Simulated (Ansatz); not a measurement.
# C3H5NO: the cost of one run

Method: RKS r2SCAN-D4/def2-SVP, in Ansatz 0.2.0.

**1. Starting point**

Bond lengths: N1–C2 1.409 Å, C2–C3 1.472 Å, C2–C4 1.537 Å, C3–C4 1.452 Å, C4–O5 1.211 Å, N1–H6 1.081 Å, N1–H7 1.022 Å, C2–H8 1.064 Å, C3–H9 1.111 Å, C3–H10 1.123 Å. Angles (14 of 18 angles, heavy atoms first): N1–C2–C3 119.6°, N1–C2–C4 118.0°, C3–C2–C4 57.6°, C2–C3–C4 63.4°, C2–C4–C3 58.9°, C2–C4–O5 125.9°, C3–C4–O5 131.3°, N1–C2–H8 117.7°, C3–C2–H8 116.5°, C4–C2–H8 113.5°, C2–N1–H6 112.3°, C2–N1–H7 112.5°, C2–C3–H9 122.8°, C2–C3–H10 118.8°.

Coordinates:

```xyz
10

N    -1.4470    0.0066   -0.1587
C    -0.2023   -0.6178    0.0552
C     0.8423    0.0867    0.8167
C     1.0363   -0.0070   -0.6189
O     1.0286    0.8417   -1.4831
H    -1.3448    1.0596   -0.3805
H    -1.9014   -0.3099   -1.0179
H    -0.1828   -1.6808    0.0931
H     0.6833    1.0860    1.2750
H     1.5710   -0.5163    1.4221
```

**2. Relaxing end A**

File input.yaml:

```yaml
crystal:
  periodic: [false, false, false]
  atoms:
    - { symbol: "N", position_ang: [-1.447, 0.0066, -0.1587] }
    - { symbol: C, position_ang: [-0.2023, -0.6178, 0.0552] }
    - { symbol: C, position_ang: [0.8423, 0.0867, 0.8167] }
    - { symbol: C, position_ang: [1.0363, -0.007, -0.6189] }
    - { symbol: O, position_ang: [1.0286, 0.8417, -1.4831] }
    - { symbol: H, position_ang: [-1.3448, 1.0596, -0.3805] }
    - { symbol: H, position_ang: [-1.9014, -0.3099, -1.0179] }
    - { symbol: H, position_ang: [-0.1828, -1.6808, 0.0931] }
    - { symbol: H, position_ang: [0.6833, 1.086, 1.275] }
    - { symbol: H, position_ang: [1.571, -0.5163, 1.4221] }
basis:
  gaussian: { orbitals: def2-SVP }
hamiltonian:
  xc: r2scan
  dispersion: d4
relax:
  f_tol: 0.015
  max_steps: 40
output:
  orbitals: {}
```

Started as:

```
> ansatz run input.yaml --threads 2 --pin off --max-ram 3072MiB --backend cpu --events-out ev --progress --plain --runs-dir out
```

What time and memory should one allow on 2 threads of Arm Neoverse V2, shared host?

About 43 s, with a peak of 0.19 GiB.
